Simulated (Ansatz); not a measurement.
Input for Ansatz (development build ahead of 0.2.0):

```yaml
crystal:
  periodic: [false, false, false]
  atoms:
    - { symbol: C, position_ang: [0.00914, 0.00376, -0.50951] }
    - { symbol: O, position_ang: [0.00014, 0.00354, 0.77203] }
    - { symbol: H, position_ang: [2.0e-05, -1.02323, -1.07453] }
    - { symbol: H, position_ang: [-0.9017, 0.51249, -1.07036] }
    - { symbol: H, position_ang: [0.89172, 0.50547, -1.06584] }
basis:
  gaussian: { orbitals: STO-3G }
total_charge: -1
hamiltonian:
  xc: hf
correlation:
  method: mp2
  frozen_orbitals: { C: 1, H: 0, O: 1 }
```

The input is written out in the form of the current development build from the run's settings.

The run gave:

```
Converged                       : yes
Reference energy                : -112.69984 hartree
Correlation energy              : -0.08886 hartree
Total energy                    : -112.78870 hartree
Spin squared of the determinant : 0.000
```

Caution: no diffuse functions for an anion.
